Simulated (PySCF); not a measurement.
**How far each method lies from RCCSDT for S2, triplet**

Geometry: MP2(full)/6-31G*, from the G2/97 set.

| atom | x (Å) | y (Å) | z (Å) |
| --- | --- | --- | --- |
| S | 0.0000 | 0.0000 | 0.0000 |
| S | 0.0000 | 0.0000 | 1.9202 |

Basis 6-31G; PySCF 2.14.0. Only valence electrons are correlated (noble-gas cores frozen), which leaves 12 electrons in 16 orbitals. R marks a restricted (for open shells ROHF) determinant, U an unrestricted one.

Full CI isn't at hand for all of this; RCCSDT serves as the reference. It lacks quadruple excitations, which often exceed the step from CCSD(T) to CCSDT. The frozen core follows each run's orbitals, which can shift R against U totals by a few meV.

```
UHF ⟨S²⟩                          : 2.021
T1 diagnostic (RCCSD)             : 0.0130
largest doubles amplitude (RCCSD) : 0.121
T1 diagnostic (UCCSD)             : 0.0113
```

```csv
level,E − E(RCCSDT) (kJ/mol),share of correlation (%),wall time
RHF,311.6,0.00,–
UHF,295.8,5.06,–
RMP2,19.5,93.75,–
UMP2,28.2,90.96,–
RCCSD,7.8,97.51,–
UCCSD,6.7,97.84,–
RCCSD(T),0.9,99.73,0.23 s
UCCSD(T),0.6,99.80,0.13 s
UCCSDT,-0.1,100.04,2.3 s
```

The correlation energy at RCCSDT, counted from RHF, is -3.230 eV. That run took 2.3 s on 1 thread of AMD EPYC 9R45, shared host.

Times are those of the correlated step on a shared host, with one SCF added for the restricted CCSD run; they ran on 1 thread of AMD EPYC 9R45.

Atomization energy (electronic, same basis, no zero-point term; atoms at the same level, unrestricted beside the R rows where the molecule is a closed shell; the atoms' step beyond CCSDT comes from their full CI) at RCCSDT: 172.2 kJ/mol. Errors of other levels:

```
   level  error (kJ/mol)
     RHF          -188.2
     UHF          -174.2
    RMP2            10.3
    UMP2             0.6
   RCCSD            -6.5
   UCCSD            -5.5
RCCSD(T)            -0.5
UCCSD(T)            -0.3
  UCCSDT             0.1
```

This basis is far from its limit, so the value isn't to be set against a measured one.
